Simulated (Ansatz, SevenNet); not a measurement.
**hcp Os: properties by level of theory**

Reference values: lattice constant a 2.734 Å (measured, 293 K, not corrected to a static lattice, our sources range from 2.734 to 2.740; as tabulated in Wikipedia's data pages); lattice parameter c 4.320 Å (measured, 293 K, no zero-point or thermal correction; as tabulated in Wikipedia's data pages).

```csv
level (code),lattice constant a (Å),c axis length (Å)
SevenNet-l3i5,2.763,4.342
PBE+SOC (Ansatz),2.756,4.344
PBEsol+SOC (Ansatz),2.730,4.306
rVV10 (Ansatz),2.777,4.384
r²SCAN-D4 (Ansatz),2.734,4.311
r²SCAN+rVV10 (Ansatz),2.731,4.308
```

Differences from the reference values (errors of the level alone only where the reference is corrected to a static lattice):

| level | lattice constant a (%) | lattice parameter c (%) |
|---|---|---|
| SevenNet-l3i5 | +1.06 | +0.51 |
| PBE+SOC | +0.80 | +0.56 |
| PBEsol+SOC | -0.15 | -0.32 |
| rVV10 | +1.57 | +1.48 |
| r²SCAN-D4 | 0.00 | -0.21 |
| r²SCAN+rVV10 | -0.11 | -0.28 |

Nearest: lattice constant a, not ranked (reference at room or unstated temperature); lattice parameter c, not ranked (reference at room or unstated temperature).

Machine-learned potentials (SevenNet-l3i5) are trained on DFT data: a solid inside that data is no test of them.

Ansatz's density-functional and Hartree–Fock values are scalar-relativistic unless marked +SOC, with PAW data made under PBE.

Differences are worked out from the printed values.

Ansatz is a program for electronic structure.
